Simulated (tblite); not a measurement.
Q: What does the GFN2-xTB structure of InChI=1S/C3H5O2/c1-2-5-3-4/h2H2,1H3 look like in three dimensions? (Doublet state.)

A: 
```xyz
10
C3H5O2 angstrom
C     -1.050   -0.468   -0.018
C     -0.110    0.704   -0.210
O      1.177    0.248   -0.781
C      2.059   -0.288   -0.036
O      2.165   -0.545    1.129
H     -2.002   -0.112    0.365
H     -0.630   -1.176    0.694
H     -1.218   -0.978   -0.964
H      0.105    1.201    0.739
H     -0.487    1.418   -0.941
```

Orientation and origin are arbitrary. Atoms count from 1 in this order. The C–O distances run from 1.198 Å (C4=O5, drawn double) to 1.480 Å (C2–O3, drawn single), a spread of 0.282 Å. Of the pairs four or more bonds apart, O5···H9 is among the closest relative to their van der Waals radii: 2.73 Å, 100 % of the sum of Bondi's values.

Bonds between heavy atoms (Å): C1–C2 1.514, C2–O3 1.480, O3–C4 1.273, C4=O5 1.198.

Computed geometry: GFN2-xTB, gas phase. This method treats the open shell by occupation alone, without spin polarisation.

Point group: C1 (no symmetry element, even within 0.4 Å). Its GFN2-xTB frequencies are all real (lowest 39 cm⁻¹). Torsions: C1–C2–O3–C4 -79°, C2–O3–C4–O5 -1°.

One conformer stands for the species.
